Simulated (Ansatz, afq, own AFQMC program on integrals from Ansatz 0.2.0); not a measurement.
SiH₄, singlet: AFQMC among the cluster methods

```yaml
atoms:
  - { symbol: H, position_ang: [-2.4229, 0.0549, 0.0000] }
  - { symbol: H, position_ang: [-1.5829, 0.0549, 0.0000] }
  - { symbol: Si, position_ang: [0.0931, 0.0549, 0.0000] }
  - { symbol: H, position_ang: [0.7053, -0.8194, 1.0900] }
  - { symbol: H, position_ang: [0.7053, -0.8194, -1.0900] }
```

Basis cc-pVTZ. Only valence electrons are correlated. Integrals, coupled cluster, full CI and functionals: Ansatz 0.2.0; the random walks run on the same integrals in our own AFQMC program. The CISD trial takes its coefficients from CCSD amplitudes. Released means that phaseless walkers are propagated on without the constraint, phases kept. ± is one standard error of the sampling.

Determinant: RHF, the one that the program's search chose, which needn't be the lowest solution. The geometry is a point of a scan.

No full CI on the walks' own integrals is used here; CCSDT(Q) serves as the reference and is uncertain by about the last step of the cluster series.

Cautions: higher spins were not checked; restricted determinant unstable towards unrestricted (UHF 179 meV lower, ⟨S²⟩ 0.53); the released energies move by 1.5 errors or more from one time to the next, so no released level is given (meV from the phaseless value at times in 1/Eh: -10 ± 7 at 0.24, -4 ± 4 at 0.51, -9 ± 4 at 0.99, -7.5 ± 2.1 at 1.62, -14 ± 3 at 2.40), though the last usable value meets CCSDT(Q) within the noise.

The T1 diagnostic is 0.0167. The weight of the determinant in the CISD state is 0.879 and the size of the correlated space is 8 electrons in 85 orbitals.

| level | correlation energy (eV) |
| --- | --- |
| MP2 | -4.1847 |
| CCSD | -5.1249 |
| CCSD(T) | -5.2823 |

Task: Estimate where phaseless AFQMC with a CISD trial lies against CCSD(T) on the same integrals.

Result: 0.97 ± 0.12 mEh below CCSD(T).

Reference: CCSDT(Q), correlation energy -5.320 eV.

```tsv
level	E − E(reference) (mEh)	share of correlation (%)
CCSD(T)	1.38	99.29
CCSDT	0.26	99.87
ph-AFQMC/CISD	0.41 ± 0.12	99.79
```

A walk keeps the symmetry of its determinant, which the program's search chose and which needn't be the lowest solution, so a lower state of the same spin and another symmetry isn't excluded.
